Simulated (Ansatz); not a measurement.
Cost and result for the atomization energy of C₈H₁₈, SMILES `CCC(C)(CC)CC` (26 atoms, 25 bonds).

```xyz
26

C     0.082   -0.297    2.584
C    -0.559    0.367    1.375
C    -0.003   -0.025   -0.004
C    -0.204   -1.521   -0.246
C     1.494    0.321   -0.052
C     2.216    0.056   -1.365
C    -0.736    0.788   -1.084
C    -2.246    0.623   -1.158
H     1.135   -0.031    2.695
H     0.016   -1.386    2.532
H    -0.427    0.014    3.500
H    -0.476    1.456    1.479
H    -1.630    0.142    1.391
H     0.442   -2.119    0.400
H    -1.236   -1.821   -0.047
H     0.023   -1.791   -1.280
H     2.003   -0.241    0.736
H     1.607    1.381    0.210
H     1.830    0.667   -2.183
H     3.279    0.286   -1.264
H     2.139   -0.992   -1.665
H    -0.317    0.523   -2.059
H    -0.499    1.849   -0.931
H    -2.649    1.202   -1.992
H    -2.533   -0.419   -1.319
H    -2.748    0.971   -0.253
```

Charge 0, multiplicity 1. Geometry: relaxed with PBE0-D4/def2-TZVP. It is one conformer, not always the lowest. Program: Ansatz. All runs use 6 threads of an AMD EPYC 7R13 on a shared host and a share of an NVIDIA H100 80 GB. Times are those of one run each, without the atoms' runs, and a repeat can differ threefold. Electronic energies, without spin–orbit coupling; frozen cores. CCSD(T)/CBS adds CCSD(T) − MP2 in def2-TZVPP to the MP2 limit, and its time is that of the two runs behind it. T1 = 0.009. B3LYP takes the VWN-RPA correlation (the form of Gaussian; ORCA's B3LYP/G).

CCSD(T)/CBS is a level of theory with its own doubt, some kJ/mol a heavy atom from the limit and from the frozen cores, so smaller differences don't rank the functionals.

```json
{"level": "PBE-D4/def2-TZVPP (with forces)", "functions": "500", "wall time": "1.9 s", "atomization (kJ/mol)": "10532.2", "difference from CCSD(T)/CBS": "162.1", "per bond": "6.5"}
{"level": "PBE0-D4/def2-TZVPP", "functions": "500", "wall time": "2 s", "atomization (kJ/mol)": "10439.9", "difference from CCSD(T)/CBS": "69.8", "per bond": "2.8"}
{"level": "B3LYP-D4/def2-TZVPP (with forces)", "functions": "500", "wall time": "2.1 s", "atomization (kJ/mol)": "10373.2", "difference from CCSD(T)/CBS": "3.1", "per bond": "0.1"}
{"level": "r2SCAN-D4/def2-TZVPP (with forces)", "functions": "500", "wall time": "2.1 s", "atomization (kJ/mol)": "10385.6", "difference from CCSD(T)/CBS": "15.5", "per bond": "0.6"}
{"level": "B2PLYP/def2-TZVPP", "functions": "500", "wall time": "2.8 s", "atomization (kJ/mol)": "10263.1", "difference from CCSD(T)/CBS": "-107.0", "per bond": "-4.3"}
{"level": "ωB97X-V/def2-TZVPP", "functions": "500", "wall time": "2.8 s", "atomization (kJ/mol)": "10380.4", "difference from CCSD(T)/CBS": "10.3", "per bond": "0.4"}
{"level": "ωB97M-V/def2-TZVPP (with forces)", "functions": "500", "wall time": "3.1 s", "atomization (kJ/mol)": "10395.2", "difference from CCSD(T)/CBS": "25.1", "per bond": "1.0"}
{"level": "MP2/def2-QZVPP", "functions": "996", "wall time": "8 s", "atomization (kJ/mol)": "10366.6", "difference from CCSD(T)/CBS": "-3.5", "per bond": "-0.1"}
{"level": "CCSD(T)/def2-TZVPP", "functions": "500", "wall time": "28 s", "atomization (kJ/mol)": "10167.0", "difference from CCSD(T)/CBS": "-203.1", "per bond": "-8.1"}
{"level": "CCSD(T)/CBS(def2)", "functions": "–", "wall time": "36 s", "atomization (kJ/mol)": "10370.1", "difference from CCSD(T)/CBS": "0.0", "per bond": "0.0"}
```

The D4 term adds +97.2 kJ/mol with B3LYP and +53.0 kJ/mol with PBE0; it sums over pairs of atoms, weighted by their polarisabilities, and B3LYP, whose exchange is more repulsive, gets the larger term. In def2-TZVPP, CCSD(T) changes the Hartree–Fock value by +2282.3 kJ/mol (the triples alone add +116.6 kJ/mol) and MP2 by +2363.1 kJ/mol; breaking electron pairs costs correlation energy, which Hartree–Fock lacks. From PBE to PBE0 (25 % exact exchange), in def2-TZVPP and without D4, the atomization energy moves by −83.2 kJ/mol: exact exchange takes away binding that semilocal exchange gives to molecules.
